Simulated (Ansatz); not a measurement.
**HS+ (triplet): wave-function methods side by side, def2-TZVPP**

An exercise on one series of results from a longer session: the logs are not shown, and one member is left open.

Program: Ansatz 0.2.0, Gaussian basis. Level of theory: def2-TZVPP, core rule «outside noble gas», up to 5 orbitals frozen. These are calculated values, not measurements.

To be run: UHF; ROHF; CCSD(T) on UHF.

2 further runs of the same task are left out: 2 set aside as unsound or not needed.

**The system**

The geometry is a PBE0/def2-TZVP stationary point (not a proven minimum) of the parent state, kept for this charge and spin.

2 atoms, charge 1, spin multiplicity 3.

Atoms are counted from 1 here; the program's logs count them from 0.

Bond lengths: S1–H2 1.346 Å.

Set-up of the first run:

Contents of in.yaml:

```yaml
crystal:
  periodic: [false, false, false]
  atoms:
    - {symbol: S, position_ang: [0.000000, 0.000000, 0.000000]}
    - {symbol: H, position_ang: [0.000000, 0.000000, 1.345800]}
basis:
  gaussian: {orbitals: def2-TZVPP}
total_charge: 1
magnetization: {spin_polarized: true, initial_magnetization: 2}
hamiltonian: {xc: hf}
output: {orbitals: {seedname: orbitals}}
```

The run is started by

```sh
ansatz run in.yaml --threads 1 --pin off --events-out ev --progress --plain --max-ram 4096MiB --backend cpu
```

Steps of the session up to this table: UHF; ROHF; CCSD(T) on UHF.

One of the session's tables, all rows but one given; the rest of the session is left out.

| method | from UCCSD(T) (meV) |
| --- | --- |
| ROHF | +4164.4 |
| UHF | +3943.3 |
| UMP2 | +809.9 |
| UCCSD | ? |
| UCCSD(T) | 0 |

Q: Estimate the row for UCCSD from the others.

**Answer.** from UCCSD(T) (meV): +121.1. In the column «from UCCSD(T) (meV)» it lies between UCCSD(T) (0) and UMP2 (+809.9).
